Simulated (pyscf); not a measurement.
Optimised with ωB97X-D3(BJ)/def2-SVP in PySCF.

Q: H₂As–AsH₂ (SMILES [AsH2][AsH2]) + H₂O (SMILES O) → HO–AsH₂ (SMILES O[AsH2]) + AsH₃ (SMILES [AsH3])
Surface: singlet. Broken: As–As, H–O. Formed: As–O, As–H. Give ΔE‡ and ΔE from ωB97M-D3(BJ)/def2-TZVP, relative to the separated reactants.

A: ΔE‡ = 2.18 eV, ΔE = +0.58 eV. Zero-point energy shifts the barrier by -0.01 eV. It is a four-centre exchange, with an imaginary mode of 410i cm⁻¹. This is the saddle that the search found; another between the same sides may lie lower. Elements up to Kr have no core potential and no relativistic terms here.
